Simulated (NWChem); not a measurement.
System: fluorine (F$_{2}$); SMILES FF

NWChem input:

```
start job
memory heap 200 mb stack 900 mb global 1100 mb
geometry units angstroms noautosym nocenter noautoz
  F      0.000000     0.000000     0.688226
  F      0.000000     0.000000    -0.688226
end
basis spherical
  * library aug-cc-pvdz
end
dft
  xc xcamb88 1.00 lyp 0.81 vwn_5 0.19 hfexch 1.00
  cam 0.33 cam_alpha 0.19 cam_beta 0.46
  iterations 150
end
tddft
  cis
  nroots 6
  notriplet
end
task tddft energy
```

Output (shortened):

```
             Northwest Computational Chemistry Package (NWChem) 7.3.0
             --------------------------------------------------------

                             Geometry "geometry" -> ""
                             -------------------------

 Output coordinates in angstroms (scale by  1.889725989 to convert to a.u.)

  No.       Tag          Charge          X              Y              Z
 ---- ---------------- ---------- -------------- -------------- --------------
    1 F                    9.0000     0.00000000     0.00000000     0.68822600
    2 F                    9.0000     0.00000000     0.00000000    -0.68822600

 Effective nuclear repulsion energy (a.u.)      31.1404663359

                                 NWChem DFT Module
                                 -----------------

 Summary of "ao basis" -> "ao basis" (spherical)
 ------------------------------------------------------------------------------
       Tag                 Description            Shells   Functions and Types
 ---------------- ------------------------------  ------  ---------------------
 F                        aug-cc-pvdz                9       23   4s3p2d

            General Information
            -------------------
          SCF calculation type: DFT
          Wavefunction type:  closed shell.
          No. of atoms     :     2
          No. of electrons :    18
           Alpha electrons :     9
            Beta electrons :     9
          Charge           :     0
          Spin multiplicity:     1
          Use of symmetry is: off; symmetry adaption is: off
          Maximum number of iterations: 150
          AO basis - number of functions:    46
                     number of shells:    18
          Convergence on energy requested:  1.00D-06
          Convergence on density requested:  1.00D-05
          Convergence on gradient requested:  5.00D-04

              XC Information
              --------------
                     Hartree-Fock (Exact) Exchange  1.000
                   CAM-Becke88 Exchange Functional  1.000
                      VWN V Correlation Functional  0.190 local
              Lee-Yang-Parr Correlation Functional  0.810

           Range-Separation Parameters
           ---------------------------
           Alpha           :  0.19
           Beta            :  0.46
           Gamma           :  0.33
           Short-Range HF  :     F

[...]

                                NWChem TDDFT Module
                                -------------------

            General Information
            -------------------
           No. of orbitals :      92
            Alpha orbitals :      46
             Beta orbitals :      46
        Alpha frozen cores :       0
         Beta frozen cores :       0
     Alpha frozen virtuals :       0
      Beta frozen virtuals :       0
         Spin multiplicity :       1
    Number of AO functions :      46
        Use of symmetry is : off
      Symmetry adaption is : off
         Schwarz screening :  0.10D-07

              XC Information
              --------------
              Hartree-Fock (Exact) Exchange   1.00
            CAM-Becke88 Exchange Functional   1.00
               VWN V Correlation Functional   0.19 local
       Lee-Yang-Parr Correlation Functional   0.81
           Alpha           :  0.19
           Beta            :  0.46
           Gamma           :  0.33

             TDDFT Information
             -----------------
          Calculation type : Tamm-Dancoff TDDFT
         Wavefunction type : Restricted singlets
          No. of electrons :      18
           Alpha electrons :       9
            Beta electrons :       9
              No. of roots :       6
          Max subspacesize :    5200
            Max iterations :     100
               Target root :       1
           Target symmetry : none
      Symmetry restriction : off
                 Algorithm : Optimal
        Davidson threshold :  0.10D-03

    6 smallest eigenvalue differences (eV)
--------------------------------------------------------
  No. Spin  Occ  Vir  Irrep   E(Occ)    E(Vir)   E(Diff)
--------------------------------------------------------
    1    1    9   10 a        -0.490    -0.085    11.026
    2    1    8   10 a        -0.490    -0.085    11.026
    3    1    7   10 a        -0.634    -0.085    14.941
    4    1    6   10 a        -0.634    -0.085    14.941
    5    1    5   10 a        -0.690    -0.085    16.472
    6    1    9   11 a        -0.490     0.139    17.133
--------------------------------------------------------

  Entering Davidson iterations
  Restricted singlet excited states

  Iter   NTrls   NConv    DeltaV     DeltaE      Time
  ----  ------  ------  ---------  ---------  ---------
    1      6       0     0.48E+00   0.10+100        0.7
    2     12       0     0.99E-01   0.13E+00        0.8
    3     18       0     0.62E-01   0.12E+00        1.2
    4     24       1     0.99E-02   0.28E-02        1.4
    5     29       2     0.74E-01   0.14E-01        1.4
    6     33       4     0.29E-01   0.49E-02        1.3
    7     35       4     0.17E-02   0.28E-03        1.1
    8     37       4     0.17E-03   0.95E-06        1.1
    9     39       6     0.38E-04   0.26E-08        1.1
  ----  ------  ------  ---------  ---------  ---------
  Convergence criterion met

  Ground state a        -199.488612175289 a.u.

  ----------------------------------------------------------------------------
  Root   1 singlet a              0.179488467 a.u.                4.8841 eV
  ----------------------------------------------------------------------------
     Transition Moments    X -0.00957   Y -0.00903   Z  0.00000
     Dipole Oscillator Strength                    0.0000207200
     Electric Quadrupole                           0.0000000000
     Magnetic Dipole                               0.0000000000
     Total Oscillator Strength                     0.0000207200

[...]
```

Level: CAM-B3LYP/aug-cc-pVDZ, TDA. All runs use the structure optimised with PBE0/def2-SVP.
